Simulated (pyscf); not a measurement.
`[CH4]` + `[OH][In]([OH])[OH]` -> `[CH3][In]([OH])[OH]` + `[OH2]` (four-centre exchange; singlet surface; C–H, In–O broken, C–In, H–O formed). PySCF, gas phase, ωB97X-D3(BJ)/def2-SVP geometries. Energies in kJ/mol from the separated reactants.

| level | barrier | reaction energy |
|---|---|---|
| ωB97X-D3(BJ)/def2-TZVP | 108.9 | +30.6 |
| r²SCAN/def2-TZVP | 102.4 | +37.5 |
| B3LYP-D3(BJ)/def2-TZVP | ? | ? |
| PBE0-D3(BJ)/def2-TZVP | ? | +27.6 |
| M06-2X/def2-TZVP | 104.7 | +36.2 |
| HF/def2-TZVP | 179.6 | +41.7 |

Problem. What belongs in the gaps?

Solution. 
- B3LYP-D3(BJ)/def2-TZVP, barrier: 117.8
- B3LYP-D3(BJ)/def2-TZVP, reaction energy: +34.7
- PBE0-D3(BJ)/def2-TZVP, barrier: 102.3

The functionals in the table span 15.6 kJ/mol in this barrier, from PBE0-D3(BJ) to B3LYP-D3(BJ). On the reactant side the descent ends in a complex, 25.2 kJ/mol under the separated species and 134.1 kJ/mol under the saddle at ωB97X-D3(BJ)/def2-TZVP. On the product side the descent ends in an adduct with a In–O contact (not fully relaxed), 69.6 kJ/mol under the separated species and 147.8 kJ/mol under the saddle at ωB97X-D3(BJ)/def2-TZVP. What is counted as broken (In–O) persists as a longer contact in the product adduct; parting that adduct is a step of its own. This is the saddle that the search found; another between the same sides may lie lower. Elements past Kr carry the def2 core potentials, without spin-orbit coupling.
